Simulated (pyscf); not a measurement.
Single points on ωB97X-D3(BJ)/def2-SVP structures (PySCF, gas phase). Correlated levels are frozen-core, on RHF or UHF. ΔMP2 is the change of the MP2 total energy from the triple- to the quadruple-zeta basis.

Problem. For the elementary gas-phase step fluoromethane (H₃C–F) + silylene (SiH₂) [singlet] → hydrogen fluoride (HF) + H₂C=SiH₂ (singlet surface; C–F, C–H broken, F–H, C–Si formed), what barrier and reaction energy does CCSD(T)/def2-TZVPP + ΔMP2(QZVPP) give, measured from the separated reactants?

Solution. ΔE‡ = 29.9 kcal/mol, ΔE = -26.2 kcal/mol. Zero-point energy shifts the barrier by -0.3 kcal/mol. It is a concerted two-bond exchange, with an imaginary mode of 876i cm⁻¹. On the product side the descent ends in a complex, 6.6 kcal/mol under the separated species and 60.6 kcal/mol under the saddle at ωB97X-D3(BJ)/def2-TZVP. This is the saddle that the search found; another between the same sides may lie lower. The CCSD(T) − MP2 part came from Ansatz, without density fitting, on the same reference.
